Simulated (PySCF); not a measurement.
**nitrosomethane: calculation against experiment**

**Measured values to compare with.**

NIST CCCBDB Release 22 (SRD 101), experimental dipoles lists, for the gas: dipole moment (microwave Stark effect, vibrational ground state) 2.32 D.

How close the calculation comes is told at the end.

Compound: nitrosomethane, CH₃NO.
Atom-mapped SMILES: `[CH3:1][N:2]=[O:3]` (hydrogens: H4, H5, H6 on C1)

Structure used (CAM-B3LYP/def2-TZVP), in Å, numbered top down from 1:
```xyz
6
CH3NO angstrom
C     -0.422   -0.028   -0.077
N      0.929   -0.479    0.281
O      1.752    0.384    0.250
H     -1.070   -0.269    0.767
H     -0.746   -0.638   -0.922
H     -0.439    1.035   -0.313
```

Runs made with PySCF (gas phase, on this CAM-B3LYP/def2-TZVP geometry; no spin–orbit coupling):

```
                            level                                          job  basis functions  wall time
CAM-B3LYP/def2-TZVP, grid level 1  geometry optimisation from a GFN2-xTB start              111       17 s
```

Hardware: one thread, Intel Xeon Platinum 8488C (x86_64), no GPU, shared host.

## Comparison

**Dipole moment.** Measured: 2.32 D (NIST CCCBDB Release 22 (SRD 101), experimental dipoles).

```json
{"level": "CAM-B3LYP/def2-TZVP", "computed (D)": "2.50", "computed − measured (D)": "+0.18", "% (from the printed values)": "+8"}
```

The computed dipoles belong to one fixed geometry; measured ones are averaged over vibrations unless marked μe. Magnitudes are compared, not signs.

The geometry is computed, not the measured one. Where a level misses, the cause wasn't examined.
